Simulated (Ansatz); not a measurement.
For Ag (model structure, started from the beta-Sn type, I4₁/amd, No. 141, 2 atoms in the cell), PBEsol in Ansatz (plane waves, PAW) gives:

| Item | Result |
|---|---|
| lattice constant a | 5.199 Å |
| lattice parameter c | 2.721 Å |

What does r²SCAN in Ansatz (plane waves, PAW) give for the same quantities?


- lattice constant a: 5.264 Å (goes up by 1.3 %)
- lattice parameter c: 2.753 Å (grows by 1.2 %)

Changes are worked out from the printed values.

Unless a cell is named, each level is at its own relaxed cell (PBEsol 18.39, r²SCAN 19.07 Å³/atom).

Ansatz's density-functional and Hartree–Fock values are scalar-relativistic unless marked +SOC, with PAW data made under PBE.

A model structure was made by putting elements into a prototype or built by hand; it is no filed structure, need not be a known phase, and can be a saddle point held by its symmetry.

Ansatz is a quantum-chemistry and plane-wave program.
